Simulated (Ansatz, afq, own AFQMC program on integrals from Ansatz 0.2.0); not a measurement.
Integrals from Ansatz 0.2.0, then the random walk in our own AFQMC program (afq).

```yaml
crystal:
  periodic: [false, false, false]
  atoms:
    - {symbol: Si, position_ang: [-0.056321, 0.000000, 1.156776]}
    - {symbol: Al, position_ang: [0.030473, 0.000000, -1.350744]}
    - {symbol: H, position_ang: [0.376805, -1.189387, 1.962674]}
    - {symbol: H, position_ang: [0.376805, 1.189387, 1.962674]}
basis:
  gaussian: {orbitals: cc-pVDZ}
magnetization: {spin_polarized: true, initial_magnetization: 1}
correlation: {method: ccsd_t, electrons: outside_noble_gas, hamiltonian_folder: ham}
```

```sh
$ ansatz run in.yaml --threads 1 --pin off --events-out ev --progress --plain --max-ram 1843MiB
```

Options of the walk:

```
--method phaseless --trial hf --walkers 120 --populations 1 --least-time 40 --time-step 0.005 --steps-per-block 20 --equilibration-blocks 112 --max-blocks 600 --target-error 0.00108 --factor-cut 1e-05 --start spin_pure --seed 1698 --taylor-order 6
```

Times are imaginary, in 1/Eh. The walk had a cap of 1011 s.

```
orbitals 36  electrons 5 4  factors 263 of 451
reference energy -531.95241206 Eh
CCSD correlation -0.16701725 Eh in 17 cycles, weight of the determinant in the CISD state 0.8174
energy of the start -531.955194 Eh
 block  time / (1/Eh)  mean weight  energy / Eh
     1     0.100  1.0006  -531.979472
     2     0.200  1.0013  -532.000413
     3     0.300  1.0004  -532.016863
     4     0.400  1.0017  -532.034149
     5     0.500  1.0006  -532.043246
    10     1.000  1.0001  -532.075405
    86     8.600  1.0009  -532.141509
   171    17.100  1.0009  -532.127852
   256    25.600  1.0003  -532.116439
   341    34.100  1.0001  -532.129326
   426    42.600  1.0005  -532.123214
   443    44.300  1.0014  -532.148885
   511    51.100  1.0002  -532.107882
   596    59.600  0.9997  -532.116387
   681    68.100  1.0002  -532.120560
   698    69.800  1.0004  -532.126381
blocks merged  error / Eh  count
     1  0.000409  600
     2  0.000557  300
     4  0.000741  150
     8  0.000961  75
    16  0.001230  37
    32  0.001426  18
    64  0.001559  9
energy -532.123156 +/- 0.001426 Eh
(rows thinned)
```

Task: Estimate how long the walk took on 1 thread of Arm Neoverse V2, on a shared host.

Result: 3.1 min of wall time.

The run passed its tests (sampling time, drift between the halves within three errors, error under three times the target), which doesn't prove that it has relaxed. The second half of the sampling lies above the first by 1.6 errors of their difference, so the energy may still be moving and its error bar be too small.

Against this walk (error 38.8 meV) on the same determinant: CCSD(T) 35.0 meV lower (within the noise), CCSDT(Q) 82.5 meV lower, a separate phaseless walk with a CISD trial and standard settings 53.2 ± 41.2 meV lower (within the noise). The error is statistical and leaves out the bias of the constraint. The determinant has ⟨S²⟩ = 0.98, so the low cluster orders mix in higher spin (the high orders can go on to a lower state of that spin), while the walk starts as a pure doublet. None of these is a sure reference here.

Cautions: constraint bias not in the error; error above the target (38.8 against 29.4 meV); higher spins were not checked; strong correlation (T1 0.054, weight of the determinant 0.82, largest double 0.08); unrestricted determinant spin contaminated (⟨S²⟩ 0.98 against 0.75); the bias of populations of 120 walkers isn't removed.

CCSDT and higher add their correlation energy to the determinant of the CCSD(T) run, since their own runs factorise the integrals more tightly (a shift of under 2 meV). A walk keeps the symmetry of its determinant, which the program's search chose and which needn't be the lowest solution, so a lower state of the same spin and another symmetry isn't excluded.
